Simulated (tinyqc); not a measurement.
A ladder of methods, and size consistency: correlation methods against full CI in the sto-3g basis, for H2O, spin multiplicity 1. Computed by the program tinyqc with PySCF. All electrons correlated; +Q is the Davidson correction (1 - c0^2) E_corr. The last columns treat two copies 100 angstrom apart as one system. FCI is the lowest singlet.

Geometry (angstrom):
```
atom       x        y       z
O     0.0000   0.0000  0.0000
H     0.0000   0.6500  0.6080
H     0.0000  -0.6500  0.6080
```

RHF energy of one = -74.935403 hartree

Correlation energies (hartree):
```
method   E_corr of one  share of FCI (%)  E_corr of two at 100 angstrom  two minus twice one (mhartree)
MP2           -0.03195            73.597                       -0.06389                           0.000
CISD          -0.04292            98.883                       -0.08418                           1.659
CISD+Q        -0.04378           100.872                       -0.08737                           0.197
CCSD          -0.04332            99.811                       -0.08665                           0.000
CCSD(T)       -0.04337            99.925                       -0.08675                           0.000
FCI           -0.04341           100.000                              -                               -
```

What does the comparison show, and why?

MP2 recovers 74 %, CISD 98.9 % and CCSD 99.8 % of the FCI value (c0^2 = 0.980 in CISD). MP2 and coupled cluster are size consistent, so their last column vanishes; CISD loses 1.66 mhartree, since a double excitation on each copy is a quadruple of the pair, and the Davidson correction leaves +0.20.
